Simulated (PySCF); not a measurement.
Molecule: SMILES FCF, CH₂F₂.

Numbering as in the mapped SMILES `[F:1][CH2:2][F:3]`. Each H is labelled by its parent atom.

Geometry PBE0-D3(BJ)/def2-SVP throughout; GIAO in PySCF, gas phase, one conformer, non-relativistic; equivalent atoms averaged; basis pcSseg-2.

(1) How do the absolute shieldings σ depend on the functional? (ppm; last column core-seconds on shared hosts with different chips, so compare them loosely; the GGAs took longer than the global hybrids here, which isn't the general rule, and the cause wasn't traced)

(2) Which nucleus moves most, in ppm?

Answers

(1) 
```
functional                    kind  F1/F3    C2  H(C2)  core-s
        HF            Hartree–Fock  366.1  91.3  26.51     3.3
       LDA                     LDA  315.6  57.5  24.79     7.6
       PBE                     GGA  313.1  60.2  25.27      11
      BLYP                     GGA  310.0  55.5  25.42      13
      BP86                     GGA  315.7  60.5  25.34      11
      OPBE                     GGA  319.6  68.9  25.38      11
       KT2                     GGA  313.4  67.1  25.35     9.9
       KT3                     GGA  313.9  67.5  25.55     9.8
     B97-D                     GGA  319.0  62.8  25.52     8.5
     B3LYP           global hybrid  325.5  63.4  25.67     7.1
      PBE0           global hybrid  331.5  69.7  25.63     7.6
  mPW1PW91           global hybrid  332.2  69.2  25.68     3.5
      WP04           global hybrid  329.7  56.0  26.04     4.1
     B97-2           global hybrid  331.7  70.2  25.74       4
 BHandHLYP           global hybrid  343.0  74.1  25.99       4
 CAM-B3LYP  range-separated hybrid  331.7  66.5  25.65     5.3
   wB97X-D  range-separated hybrid  336.0  70.3  25.78     5.1
   LC-wPBE  range-separated hybrid  339.9  71.5  25.70       7
```

(2) F1/F3 (fluorine of a CF2 group): from 310.0 ppm with BLYP to 366.1 ppm with HF. The smallest spread is 1.72 ppm, at H(C2). Proton shifts span only some 12 ppm, so a few tenths of a ppm matter as much there as several ppm in carbon.
